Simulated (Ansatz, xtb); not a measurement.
# Two isomers of C4H7Cl

Structure I is `CC1(Cl)CC1`, a singlet and structure II is `C[C@@H]1C[C@H]1Cl`, a singlet. Both are isolated molecules in the gas phase, relaxed with r2SCAN-D4/def2-SVP.

I (Å):

```csv
atom,x (Å),y (Å),z (Å)
C,0.8697,1.6863,-1.5441
C,0.5483,0.2417,-1.2768
C,1.3080,-0.5520,-0.2585
C,-0.1395,-0.1852,-0.0163
Cl,0.0771,-0.6308,-2.7717
H,1.1533,2.1861,-0.6045
H,-0.0018,2.2095,-1.9674
H,1.7073,1.7764,-2.2530
H,2.0870,-0.0291,0.3065
H,1.5322,-1.5952,-0.4955
H,-0.3714,0.5938,0.7177
H,-0.8825,-0.9834,-0.0915
```

II (Å):

```xyz
12

C     1.4171    1.5610   -1.4625
C     0.5054    0.3639   -1.3656
C    -0.4261    0.1813   -0.1881
C     0.7710   -0.7038   -0.3497
Cl    0.5426   -2.4082   -0.7836
H     2.2898    1.3491   -2.1011
H     0.8877    2.4282   -1.8896
H     1.7900    1.8568   -0.4688
H     0.1142   -0.0098   -2.3194
H    -0.4015    0.9192    0.6214
H    -1.4062   -0.2652   -0.3767
H     1.6179   -0.5827    0.3330
```

Energies in hartree; the thermal terms are from r2SCAN-D4/def2-SVP harmonic frequencies (ideal gas, rigid rotor, one conformer each, 298.15 K, 1 atm) and include the zero-point energy:

|  | I | II |
| --- | --- | --- |
| E, CCSD(T)/def2-SVP | −615.533115 | −615.529734 |
| E, MP2/def2-SVP | −615.454633 | −615.450860 |
| E, MP2/def2-TZVPP | −615.956615 | −615.953288 |
| zero-point energy | 0.099486 | 0.099720 |
| H(298 K) − E | 0.105957 | 0.106294 |
| G(298 K) − E | 0.070705 | 0.070578 |

Q: Correct the CCSD(T) difference for the basis set by the MP2 change, then work out ΔE, ΔE₀, ΔH and ΔG for I → II in kcal/mol (1 Eh = 627.51 kcal/mol) and the equilibrium ratio [II]/[I].

A: 1. Differences II − I: CCSD(T) +0.003381, MP2 in the small set +0.003773, MP2 in the large set +0.003327 Eh.
2. ΔE = +0.003381 + (+0.003327 − (+0.003773)) = +0.002935 Eh = +1.84 kcal/mol.
3. ΔE₀ = ΔE + ΔZPE = +0.002935 + (+0.000234) Eh = +1.99 kcal/mol.
4. ΔH = ΔE + (+0.000337) Eh = +2.05 kcal/mol.
5. ΔG = ΔE + (−0.000127) Eh = +1.76 kcal/mol, so ΔS = (ΔH − ΔG)/T = +4.1 J/(mol K).
6. kT = 0.9442 mEh, so K = [II]/[I] = exp(−ΔG/kT) = exp(−2.97) ≈ 0.051.

Structure I is favoured at this temperature. An error of 1 kcal/mol in ΔG would change K by a factor of 5.4. Mirror images and further conformers aren't counted.

As drawn, both hold the same kinds of bond in the same numbers.

Other levels gave ΔE = +1.7 (GFN2-xTB); +0.6 (HF/STO-3G, GFN2-xTB geometries); +2.0 (r2SCAN-D4/def2-SVP//GFN2-xTB); +1.9 (r2SCAN-D4/def2-SVP); +1.1 (HF/def2-SVP); +2.4 (MP2/def2-SVP); +2.1 (CCSD(T)/def2-SVP) kcal/mol. The correlated steps freeze 9 core orbitals. Programs: Ansatz 0.2.0, xtb 6.7.1.
